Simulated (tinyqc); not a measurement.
Inside a calculation. Method: Born-Oppenheimer dynamics on the UHF/sto-6g surface (energies and gradients from PySCF), for CH2, spin multiplicity 3. Computed by tinyqc, a small Python program that keeps every step (integrals from PySCF). Settings: charge = 0, multiplicity = 3, basis = sto-6g, time step (fs) = 0.5, steps = 16. Command: `OMP_NUM_THREADS=1 python tinyqc.py 30808 30809 out.jsonl` (the two numbers bound the seeds that draw the settings). One thread of a shared host (Intel(R) Xeon(R) Processor @ 2.60GHz), about 3 s of CPU time with the checks.

## Velocity Verlet step 1

positions (bohr):
```
,x,y,z
1C,0.02835,-0.01134,-0.01890
2H,-0.08504,1.65729,1.06014
3H,0.03968,-1.55524,1.04502
```

velocities (bohr per atomic time unit):
```
,x,y,z
1C,0.00003962,-0.00004746,-0.00003193
2H,-0.00056438,0.00007354,0.00022607
3H,0.00009262,0.00049154,0.00015407
```

gradient (hartree/bohr):
```
,x,y,z
1C,0.0008085,-0.0623604,0.0352482
2H,0.0011460,-0.0338568,0.0035531
3H,-0.0019545,0.0962172,-0.0388013
```

masses (electron masses): 1C 21874.66183, 2H 1837.15259, 3H 1837.15259

gradient after step 1 (hartree/bohr):
```
,x,y,z
1C,0.0011672,-0.0627687,0.0305313
2H,0.0009871,-0.0301815,0.0061561
3H,-0.0021543,0.0929501,-0.0366875
```

dt = 0.5 fs = 20.6707 atomic units; x' = x + v dt - g dt^2 / (2m); after the new gradient g', v' = v - (g + g') dt / (2m).

positions after step 1 (bohr):
```
,x,y,z
1C,0.02916,-0.01171,-0.01990
2H,-0.09684,1.66275,1.06440
3H,0.04183,-1.55627,1.05272
```

velocities after step 1 (bohr per atomic time unit):
```
,x,y,z
1C,0.00003869,0.00001166,-0.00006301
2H,-0.00057638,0.00043380,0.00017145
3H,0.00011574,-0.00057267,0.00057875
```

## Velocity Verlet step 2

gradient after step 2 (hartree/bohr):
```
,x,y,z
1C,0.0015343,-0.0511575,0.0161100
2H,0.0006306,-0.0242283,0.0093926
3H,-0.0021649,0.0753857,-0.0255026
```

As before.

positions after step 2 (bohr):
```
,x,y,z
1C,0.02995,-0.01086,-0.02150
2H,-0.10887,1.67522,1.06722
3H,0.04447,-1.57892,1.06895
```

velocities after step 2 (bohr per atomic time unit):
```
,x,y,z
1C,0.00003741,0.00006549,-0.00008504
2H,-0.00058548,0.00073990,0.00008398
3H,0.00014003,-0.00151968,0.00092862
```

## Energy conservation

The total energy should stay constant up to terms of order dt^2; the step counts as short enough if it moves by less than 2 % of the largest kinetic energy.

Trajectory:
```
time (fs),1C-2H (angstrom),potential (hartree),kinetic (hartree),total (hartree)
0.00000,1.05325,-38.8037100,0.0006491,-38.8030609
0.50000,1.05774,-38.8042778,0.0011875,-38.8030903
1.00000,1.06461,-38.8071022,0.0038971,-38.8032051
1.50000,1.07305,-38.8104355,0.0071240,-38.8033115
2.00000,1.08214,-38.8125779,0.0092299,-38.8033480
2.50000,1.09096,-38.8128357,0.0095171,-38.8033186
3.00000,1.09866,-38.8115411,0.0082834,-38.8032578
3.50000,1.10454,-38.8095675,0.0063712,-38.8031964
4.00000,1.10813,-38.8078487,0.0046971,-38.8031516
4.50000,1.10917,-38.8070865,0.0039564,-38.8031301
5.00000,1.10763,-38.8076221,0.0044885,-38.8031336
5.50000,1.10372,-38.8093986,0.0062373,-38.8031613
6.00000,1.09784,-38.8119721,0.0087616,-38.8032105
6.50000,1.09057,-38.8145678,0.0112948,-38.8032731
7.00000,1.08257,-38.8162267,0.0128955,-38.8033312
7.50000,1.07453,-38.8161059,0.0127515,-38.8033544
8.00000,1.06711,-38.8139495,0.0106382,-38.8033112
```

The total energy moves within 2.9e-04 hartree; that is over 2 % of the largest kinetic energy, so the time step is too long.
